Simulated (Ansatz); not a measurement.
**BF (triplet): relaxing a cheap start**

Where does this start of BF (triplet) end when it is relaxed?

Program: Ansatz 0.2.0, Gaussian basis. Level of theory: UKS PBE0/def2-SVP. These are calculated values, not measurements.

## Step 1: Starting geometry

2 atoms, charge 0, spin multiplicity 3.

Atoms are counted from 1 here; the program's logs count them from 0.

Bond lengths: B1–F2 1.282 Å.

Coordinates:

```tsv
atom	x (Å)	y (Å)	z (Å)
B1	0.0248	-0.0150	0.0120
F2	-0.9981	0.5741	-0.4872
```

The start is a generated structure. Sticks and bond lists go by distance. 

## Step 2: Relaxation

The input, in.yaml:

```yaml
crystal:
  periodic: [false, false, false]
  atoms:
    - {symbol: B, position_ang: [0.024790, -0.014970, 0.012020]}
    - {symbol: F, position_ang: [-0.998120, 0.574100, -0.487210]}
basis:
  gaussian: {orbitals: def2-SVP}
magnetization: {spin_polarized: true, initial_magnetization: 2}
hamiltonian: {xc: pbe0}
relax: {f_tol: 0.01, max_steps: 150}
```

On the command line:

```console
$ ansatz run in.yaml --threads 1 --pin off --events-out ev --progress --plain --max-ram 16896MiB --backend cuda --devices 0, --max-vram 18GiB
```

Before running it: what results should come out? Wanted: energy gained; shift from the start; total energy; dipole moment; ⟨S²⟩.

As calculated:

| quantity | value |
| --- | --- |
| steps | 4 |
| energy gained | 0.025 eV |
| shift from the start (rms) | 0.016 Å |
| total energy | -3382.6673 eV |
| dipole moment | 0.68 D |
| ⟨S²⟩ | 2.003 |

**Reading.** The bonds of the start are those of the end. B1–F2 went from 1.282 to 1.313 Å. No vibrations were run, so this is a stationary point, not a proven minimum, and this spin need not be the ground state's.
